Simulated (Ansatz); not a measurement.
**C₅H₁₂O: vertical ionisation energy**

An exercise on one series of results from a longer session: the logs are not shown, and one member is left open.

Computed with Ansatz 0.2.0, Gaussian basis. Level: unrestricted cation, the program's frozen cores in correlated methods.

The runs, in order: UKS PBE-D4/def2-TZVPP; UKS r2SCAN-D4/def2-TZVPP; UKS PBE0-D4/def2-TZVPP; UKS B3LYP-D4/def2-TZVPP; UKS wB97X-V/def2-TZVPP; UKS wB97M-V/def2-TZVPP; UKS B2PLYP/def2-TZVPP; UHF-CCSD(T)/def2-TZVPP; UHF-MP2/def2-QZVPP; extrapolation to the limit; then −ε(HOMO) from the neutral's earlier runs with LDA (SPW92), PBE-D4, revPBE-D4, BLYP-D4, r2SCAN-D4, B97M-V, PBE0-D4, B3LYP-D4, r2SCANh-D4, r2SCAN0-D4, HSE06-D4, BHLYP-D4, CAM-B3LYP-D4, LC-ωPBE, ωB97X-V, ωB97M-V.

### The geometry

The geometry comes from an earlier relaxation with PBE0-D4 in a triple-zeta def2 set; it is a stationary point, not always the lowest conformer.

SMILES `CCC(O)CC`, 18 atoms, charge 0, spin multiplicity 1.

Atoms are counted from 1 here; the program's logs count them from 0.

Bond lengths: C1–C2 1.518 Å, C1–H7 1.091 Å, C1–H8 1.094 Å, C1–H9 1.092 Å, C2–C3 1.521 Å, C2–H10 1.099 Å, C2–H11 1.095 Å, C3–O4 1.420 Å, C3–C5 1.521 Å, C3–H12 1.097 Å, O4–H13 0.962 Å, C5–C6 1.518 Å, C5–H14 1.095 Å, C5–H15 1.099 Å, C6–H16 1.094 Å, C6–H17 1.091 Å, C6–H18 1.092 Å. Angles: C2–C1–H7 110.9°, C2–C1–H8 110.9°, C2–C1–H9 111.4°, H7–C1–H8 107.5°, H7–C1–H9 108.3°, H8–C1–H9 107.7°, C1–C2–C3 113.4°, C1–C2–H10 110.1°, C1–C2–H11 110.1°, C3–C2–H10 108.4°, C3–C2–H11 108.6°, H10–C2–H11 106.0°, C2–C3–O4 111.4°, C2–C3–C5 112.1°, C2–C3–H12 108.7°, O4–C3–C5 111.4°, O4–C3–H12 104.1°, C5–C3–H12 108.7° and more.

The first run:

in.yaml reads:

```yaml
crystal:
  periodic: [false, false, false]
  atoms:
    - {symbol: C, position_ang: [-1.248871, 2.220681, 0.172316]}
    - {symbol: C, position_ang: [-0.896219, 0.830910, 0.670316]}
    - {symbol: C, position_ang: [0.051920, 0.081396, -0.253417]}
    - {symbol: O, position_ang: [1.267263, 0.792188, -0.434880]}
    - {symbol: C, position_ang: [0.307156, -1.341876, 0.218995]}
    - {symbol: C, position_ang: [1.170195, -2.147355, -0.735048]}
    - {symbol: H, position_ang: [-0.349435, 2.820244, 0.021915]}
    - {symbol: H, position_ang: [-1.774613, 2.170205, -0.785277]}
    - {symbol: H, position_ang: [-1.895259, 2.744644, 0.879782]}
    - {symbol: H, position_ang: [-0.433844, 0.892076, 1.665098]}
    - {symbol: H, position_ang: [-1.805691, 0.233504, 0.796452]}
    - {symbol: H, position_ang: [-0.389341, 0.045569, -1.257472]}
    - {symbol: H, position_ang: [1.701194, 0.854486, 0.421915]}
    - {symbol: H, position_ang: [-0.657704, -1.839243, 0.366008]}
    - {symbol: H, position_ang: [0.779238, -1.298057, 1.210127]}
    - {symbol: H, position_ang: [0.678625, -2.259822, -1.705433]}
    - {symbol: H, position_ang: [2.127185, -1.651756, -0.907196]}
    - {symbol: H, position_ang: [1.368179, -3.147807, -0.344201]}
basis:
  gaussian: {orbitals: def2-TZVPP}
total_charge: 1
magnetization: {spin_polarized: true, initial_magnetization: 1}
hamiltonian: {xc: pbe, dispersion: d4}
```

Launch:

```bash
> ansatz run in.yaml --threads 2 --pin off --events-out ev --progress --plain --max-ram 22528MiB --backend cuda --devices 0, --max-vram 18GiB
```

Among the steps run: Cation, UKS PBE-D4/def2-TZVPP; Cation, UKS r2SCAN-D4/def2-TZVPP; Cation, UKS PBE0-D4/def2-TZVPP; Cation, UKS B3LYP-D4/def2-TZVPP; Cation, UKS wB97X-V/def2-TZVPP; Cation, UKS wB97M-V/def2-TZVPP; Cation, UKS B2PLYP (frozen core)/def2-TZVPP; Cation, UHF-CCSD(T)/def2-TZVPP; Cation, UHF-MP2/def2-QZVPP.

One of the session's tables, all rows but one given; the rest of the session is left out.

It belongs to the step «Ionisation energies side by side». Orbital estimates, from the neutral's runs:

| functional | −ε(HOMO) (eV) |
| --- | --- |
| LDA (SPW92) | ? |
| PBE-D4 | 6.13 |
| revPBE-D4 | 6.05 |
| BLYP-D4 | 6.05 |
| r2SCAN-D4 | 6.45 |
| B97M-V | 6.64 |
| PBE0-D4 | 7.73 |
| B3LYP-D4 | 7.50 |
| r2SCANh-D4 | 7.05 |
| r2SCAN0-D4 | 7.95 |
| HSE06-D4 | 7.32 |
| BHLYP-D4 | 9.27 |
| CAM-B3LYP-D4 | 9.22 |
| LC-ωPBE | 10.53 |
| ωB97X-V | 10.21 |
| ωB97M-V | 10.15 |

Estimate the missing values for LDA (SPW92).

The run gave: −ε(HOMO) (eV): 6.31. In the column «−ε(HOMO) (eV)» it lies between PBE-D4 (6.13) and r2SCAN-D4 (6.45).
